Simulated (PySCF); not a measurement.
N₂O. Atoms are numbered in the order given.

```xyz
3

N      0.0000     0.0000    -1.2080
N      0.0000     0.0000    -0.0703
O      0.0000     0.0000     1.1185
```

The structure is a stationary point at PBE-D3(BJ)/def2-TZVP.

Method: PBE-D3(BJ)/def2-TZVP (PySCF).

Frequencies are harmonic and unscaled.

Modes within 1.5 cm⁻¹ of each other (mostly degenerate sets) share a row, with their intensities summed.

```tsv
mode	ν (cm⁻¹)	IR (km/mol)	moving atoms (share of kinetic energy)
1–2	598	8.2	N 86 %, O 14 %
3	1304	43.2	O 57 %, N 43 %
4	2284	310.7	N 94 %
```
